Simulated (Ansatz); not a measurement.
Input for Ansatz (development build ahead of 0.2.0):

```yaml
crystal:
  periodic: [false, false, false]
  atoms:
    - { symbol: C, position_ang: [0.0, 0.0, 0.0] }
    - { symbol: F, position_ang: [0.0, 0.0, 2.54] }
basis:
  gaussian: { orbitals: def2-SVP }
magnetization:
  spin_polarized: true
  initial_magnetization: 1
hamiltonian:
  xc: pbe0
output:
  forces: true
```

The input is written out in the form of the current development build from the run's settings.

Results

```
Converged                       : yes
Total energy                    : -137.33234 hartree
Spin squared of the determinant : 1.446
Stability test                  : minimum
```

Forces (eV/Å):
```csv
atom,Fx,Fy,Fz
C1,0.000,0.000,1.294
F2,0.000,0.000,-1.294
```

Caution: charge can spread falsely over distant fragments; the unrestricted determinant is spin contaminated.
